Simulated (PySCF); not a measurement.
SiH₄: fields on a plane

Method: PBE/[Si def2-TZVP, H def2-TZVP], no relativity, density fitting, PySCF.

The singlet minimum has Si–H 1.493 Å (×4); H–Si–H 109.5° (×6).

The plane holds Si1 at (0.00, 0.00), H2 at (1.49, 0.00), H3 at (-0.50, 1.41) Å. Columns run from x = -2.55 to 3.75 Å, rows from y = 3.75 (top) to -1.95 Å, in steps of 0.3 Å. Other isomers or separated fragments may lie lower.

Task: Give the electron localisation function (set to 0 where the density is under 0.005 e/Å³). Lower edges of the bins: '0' 0.000, '1' 0.100, '2' 0.200, '3' 0.300, '4' 0.400, '5' 0.500, '6' 0.600, '7' 0.700, '8' 0.800, '9' 0.900; top 1.00.

Result: 
```
0000000000000000000000
0000000000000000000000
0000000000000000000000
0000008870000000000000
0000899999600000000000
0008999999830000000000
0069999999830000000000
0079999999830000000000
0069999999731245400000
0037999999634799970000
0014799952358999990000
0001354033069999998000
0000120388349999999000
0000120388349999999000
0001232034069999998000
0001234310169999990000
0000123432236899970000
0000112222112466500000
0000001111000110000000
0000000000000000000000
```

Task: Give the electron density (e/Å³) (cut at 5 e/Å³). Every second row and column.

Result: 
```
0.00 0.00 0.00 0.00 0.00 0.00 0.00 0.00 0.00 0.00 0.00
0.00 0.00 0.00 0.00 0.00 0.00 0.00 0.00 0.00 0.00 0.00
0.00 0.00 0.01 0.02 0.02 0.01 0.00 0.00 0.00 0.00 0.00
0.00 0.01 0.04 0.21 0.20 0.05 0.01 0.00 0.00 0.00 0.00
0.00 0.01 0.10 1.10 0.95 0.17 0.05 0.02 0.01 0.00 0.00
0.00 0.01 0.10 0.53 0.78 0.37 0.25 0.15 0.04 0.00 0.00
0.00 0.01 0.08 0.34 5.00 2.62 0.98 1.17 0.10 0.01 0.00
0.00 0.01 0.07 0.32 2.55 0.64 0.57 0.44 0.07 0.01 0.00
0.00 0.01 0.04 0.15 0.21 0.14 0.10 0.05 0.02 0.00 0.00
0.00 0.00 0.01 0.03 0.04 0.03 0.01 0.01 0.00 0.00 0.00
```
